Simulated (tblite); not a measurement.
Isomers of C3H5Cl2 (doublet state). Calculated harmonic vibrations of the isolated species, GFN2-xTB (tblite), most abundant isotopes, no scaling. Errors from tens to a few hundred cm⁻¹ against measured bands are possible. One conformer each. Open shells enter through the occupations alone, without spin polarisation, and single modes of such species can be off by tens of per cent.

Electronic energies: GFN2-xTB at the same geometries; isomer energies are rough at this level and their order can be wrong.

| SMILES | electronic energy, lowest = 0 (kJ/mol) |
| --- | --- |
| [CH2]CC(Cl)Cl | 80.8 |
| C[C](Cl)CCl | 0.0 |
| [CH2][C@@H](Cl)CCl | 61.3 |

Problem. How do GFN2-xTB zero-point energies change the relative energies?

Solution. 
```tsv
SMILES	ZPE (kJ/mol)	of it from modes above 1550 cm⁻¹	electronic (kJ/mol)	with ZPE, lowest = 0 (kJ/mol)	lowest mode (cm⁻¹)	rings
C[C](Cl)CCl	183.4	89.9	0.0	0.0	66	0
[CH2][C@@H](Cl)CCl	181.0	91.3	61.3	58.9	81	0
[CH2]CC(Cl)Cl	178.9	90.7	80.8	76.2	64	0
```

The zero-point energies span 4.5 kJ/mol, from `[CH2]CC(Cl)Cl` to `C[C](Cl)CCl`. The order is unchanged.

Problem. What do entropy and thermal enthalpy add at 298.15 K and 1 bar (rigid rotor, harmonic oscillator, one conformer each)?

Solution. 
```csv
SMILES,point group,symmetry number,S (J/(mol K)),H − H(0) (kJ/mol),ZPE + H − H(0) − TS (kJ/mol)
C[C](Cl)CCl,C1,1,358.4,20.44,97.0
[CH2][C@@H](Cl)CCl,C1,1,348.0,19.90,97.2
[CH2]CC(Cl)Cl,C1,1,356.0,20.57,93.3
```

S holds R ln(2S + 1) for the spin.
